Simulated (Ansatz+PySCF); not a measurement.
doublet NO: levels of theory in one basis

```xyz
2

N     0.0000    0.0000   -0.6580
O     0.0000    0.0000    0.5758
```

Basis set: def2-SVP (spherical functions). Left uncorrelated: 2 orbitals. Correlation on ROHF uses semicanonical orbitals with singles. Charge 0, multiplicity 2.

Computed with Ansatz (development build ahead of 0.2.0); each method stands on the lowest determinant of its kind that the runs found. NEVPT2 correlates all electrons. Active spaces start from the frontier orbitals, and the lowest solution found is given.

```tsv
method	E − E(ROHF) (eV)	<S²> of the determinant
ROHF	0.00	0.75
UHF	-0.45	1.17
ROHF-MP2	-9.44	–
UHF-MP2	-8.19	1.17
ROHF-CCSD	-9.44	–
UHF-CCSD	-9.46	1.17
ROHF-CCSD(T)	-9.83	–
UHF-CCSD(T)	-9.79	1.17
SC-NEVPT2(11,8)	-8.98	–
```

**Question.** What does CASSCF(11,8) give on the same scale?

**Answer.** -3.77 eV.

The restricted and unrestricted rows may stand on different electronic states: another unrestricted solution lies nearer the restricted one.

Caution for UHF, UHF-MP2, UHF-CCSD, UHF-CCSD(T): the unrestricted determinant is spin contaminated. Caution for UHF, UHF-MP2: the determinant may break the point group. Caution for UHF-MP2: another reference gives a lower total.
